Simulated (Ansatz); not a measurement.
## What a trial cell of CsRe relaxes into

Computed with Ansatz 0.2.0, DFT PBE, scalar-relativistic, plane waves, PAW. Cutoff 420 eV, Γ-centred k mesh, Gaussian smearing, no spin polarisation in the final step.

A relaxed cell is given with its space group left out.

```xyz
4
Lattice="3.5175 0.0000 0.0000 0.0000 3.5175 0.0000 0.0000 0.0000 11.8685" Properties=species:S:1:pos:R:3 pbc="T T T"
Cs    1.7587    0.0000    3.1894
Cs    0.0000    1.7587    8.6790
Re    1.7587    0.0000   11.6062
Re    0.0000    1.7587    0.2623
```

Formation energies are uncorrected and refer to the elements' standard structures at the same level.

Task: What space group does it have?

Result: P4/nmm (No. 129). Conventional cell: a = 3.517 Å, c = 11.868 Å. Cs has 1 Re at 3.45 Å, 4 Cs at 3.52 Å and 4 Re at 3.84 Å; around Re lie 4 Re at 2.54 Å.

Task: How far does it lie from the elements in energy?

Result: 1.05 eV/atom.

Task: Is it a metal?

Result: Yes, bands cross the Fermi level on the 14×14×4 mesh.

The final run used a 14×14×4 mesh on its 4-atom cell and 0.10 eV smearing. For metals, differences of a few meV/atom aren't resolved. Spin–orbit coupling is left out. The cell came from a trial start, so CsRe may not exist in this structure.

Cost: 3 runs of about 5.4 core-minutes in all, on Arm Neoverse V1 (shared hosts).